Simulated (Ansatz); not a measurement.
Gas-phase electronic energies from Ansatz, PBE0-D4/def2-TZVP geometries. CCSD(T)/CBS is extrapolated from def2-TZVPP and def2-QZVPP, frozen cores. Functionals use def2-TZVPP. No spin–orbit coupling; open shells (•) take unrestricted orbitals. One conformer a species, not always the lowest.

Reaction (hydrogen abstraction from the N–H bond): `N[SiH2]N` + `[OH]`• → `[NH][SiH2]N`• + H₂O

`N[SiH2]N`:

```xyz
9

N    -0.325   -1.071   -0.937
Si    0.056    0.466   -0.289
N     0.234    0.312    1.406
H     0.283   -1.863   -0.808
H    -0.879   -1.150   -1.772
H    -1.054    1.335   -0.779
H     1.344    1.086   -0.719
H     0.852    0.924    1.913
H    -0.510   -0.039    1.985
```

`[OH]`•:

Cartesian coordinates in Å:
```
O -0.379 -0.305 -0.010
H 0.379 0.305 0.010
```

`[NH][SiH2]N`•:

Cartesian coordinates in Å:
```
N -0.958 -0.767 1.174
Si 0.360 -0.167 0.189
N -0.104 0.821 -1.123
H -0.633 -1.354 1.946
H 1.244 0.644 1.073
H 1.075 -1.349 -0.369
H -0.548 0.416 -1.931
H -0.436 1.758 -0.960
```

H₂O:

Z-matrix (Å, degrees):
```
O
H 1 0.960
H 1 0.960 2 105.1
```

CCSD(T)/CBS gives -6.5 kcal/mol.

**Question.** Another level gave -6.4 kcal/mol. Which?
A. r2SCAN/def2-TZVPP
B. MP2/def2-TZVPP
C. r2SCAN0/def2-TZVPP
D. LDA (SPW92)/def2-TZVPP

**Answer.** B. MP2/def2-TZVPP -6.4, r2SCAN0 -5.4, r2SCAN -7.6, LDA (SPW92) -12.4 kcal/mol.

Largest T1 diagnostic among the species: 0.013.

Leaving LDA and LC-ωPBE aside and taking each functional with its dispersion term where it has one, the values, not all of them listed here, spread over 6.0 kcal/mol, from PBE-D4 to BHLYP-D4. LDA lies −2.7 kcal/mol from PBE without D4. At CCSD(T), def2-SVP lies +3.6 kcal/mol from the extrapolated value and def2-TZVPP +0.7 kcal/mol.
